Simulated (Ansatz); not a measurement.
**One elementary step**

Start structure (SiH₆O₂, singlet), relaxed at PBE0-D4/def2-TZVP:

Si1  (-1.238, -0.865, 0.347)
H2  (-0.682, -1.898, -0.577)
H3  (-2.705, -1.048, 0.450)
H4  (-0.622, -1.102, 1.685)
O5  (-0.977, 0.656, -0.195)
H6  (2.291, 1.296, 0.281)
O7  (1.744, 1.266, -0.508)
H8  (-0.054, 0.927, -0.324)
H9  (2.243, 0.769, -1.160)
(Å)

The step: SiH₄O ([OH][SiH3]) + H₂O → SiH₄O₂ ([OH][SiH2][OH]) + H₂; bonds formed: Si1–O7, H2–H6; bonds broken: Si1–H2, H6–O7. Program: Ansatz 0.2.0. Basis: def2-TZVPP and def2-QZVPP. Cores are frozen in the correlated methods. Extrapolation: Hartree–Fock as exp(−7.88 √X), correlation as X^−2.97. Energies below are by CCSD(T) at an estimated basis limit (MP2 extrapolated from triple and quadruple zeta, plus CCSD(T) − MP2 in triple zeta).

(1) What are the electronic barrier and the energy of the step, from the start structure to the end structure? (Judge from chemistry; the value comes from the calculation.)

The T1 diagnostic stays at or below 0.012.

Results:

(1) By the calculation: Barrier 170.3 kJ/mol; step energy -71.3 kJ/mol (downhill); reverse barrier, their difference, 241.6 kJ/mol. Barrier and step energy count from the start structure, the reverse barrier from the end structure.

The saddle point: One imaginary mode of 1064i cm⁻¹.
| pair | start (Å) | saddle (Å) | end (Å) |
| --- | --- | --- | --- |
| Si1–O7 | 3.76 | 1.89 | 1.64 |
| H2–H6 | 4.45 | 1.18 | 0.75 |
| Si1–H2 | 1.49 | 1.73 | 3.81 |
| H6–O7 | 0.96 | 1.10 | 2.77 |

Zero-point energy (harmonic, PBE0-D4): ZPE is 164.7 kJ/mol at the start and 158.0 kJ/mol at the saddle, so the barrier goes from 170.3 to 163.6 kJ/mol.

Labels in which every atom is bracketed show which atoms are joined, not bond orders.

For scale, one of the runs: CCSD(T)/def2-TZVPP, 188 basis functions (an equivalent command: `ansatz run in.yaml --threads 2`). Time: 31 s of wall clock on 2 CPU threads; the host was shared. Peak host memory: 2.2 GiB.
